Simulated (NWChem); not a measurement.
System: CH$_{6}$Si; SMILES C[SiH3]

Computed with NWChem. Coordinates come from a PBE0/def2-SVP optimisation. Level: PBE0/def2-SVP with SMD (1 M gas to 1 M solution), gas-phase geometry. Reactions with the solvent are ignored.

For solvent water:

```yaml
solvation free energy (kcal/mol): 2.2
cavity-dispersion-structure term (kcal/mol): 3.0
dipole in solution (D): 1.04
```

Q: How do the values read with solvent n-hexane instead?

A: 
| Quantity | Result |
|---|---|
| solvation free energy (kcal/mol) | -0.8 |
| cavity-dispersion-structure term (kcal/mol) | -0.4 |
| dipole in solution (D) | 0.90 |
